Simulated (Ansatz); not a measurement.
Reaction: C3H8O (SMILES CCCO) → CH3 (SMILES [CH3], doublet) + C2H5O (SMILES [CH2]CO, doublet) (the C-C bond breaks)
Each species at its own B3LYP-D3(BJ)/def2-TZVP minimum (Ansatz, a first-principles code), one conformer.

Total energies in hartree (Ansatz). UHF or UKS for unpaired electrons; spin-orbit terms are left out. Cores are frozen in correlated methods. No relativity.

| species | HF/cc-pVTZ | CCSD(T)/cc-pVTZ | HF/cc-pVQZ | CCSD(T)/cc-pVQZ | CCSD(T)/cc-pVDZ | CCSDT(Q)/cc-pVDZ |
|---|---|---|---|---|---|---|
| 1: C3H8O (SMILES CCCO) | -193.19017 | -194.03478 | -193.20431 | -194.09592 | -193.82103 | -193.82313 |
| 2: CH3 (SMILES [CH3], doublet) | -39.57748 | -39.76098 | -39.58026 | -39.77245 | -39.71583 | -39.71634 |
| 3: C2H5O (SMILES [CH2]CO, doublet) | -153.50816 | -154.12077 | -153.51994 | -154.16940 | -153.95376 | -153.95544 |

Work out the bond dissociation energy (electronic) in kcal/mol: take Hartree-Fock from cc-pVQZ, extrapolate the CCSD(T) correlation energy as X^-3 (X = 3, 4), and add CCSDT(Q) - CCSD(T) in cc-pVDZ. 1 hartree = 627.51 kcal/mol.


Species 1: correlation (64·(-0.89161) - 27·(-0.84461))/37 = -0.92591; step -0.00210; E1 = -193.20431 + (-0.92591) + (-0.00210) = -194.13232
Species 2: correlation (64·(-0.19219) - 27·(-0.18350))/37 = -0.19853; step -0.00051; E2 = -39.58026 + (-0.19853) + (-0.00051) = -39.77930
Species 3: correlation (64·(-0.64946) - 27·(-0.61261))/37 = -0.67635; step -0.00168; E3 = -153.51994 + (-0.67635) + (-0.00168) = -154.19797
-1·E1 +1·E2 +1·E3 = 0.15505 hartree = 97.3 kcal/mol.
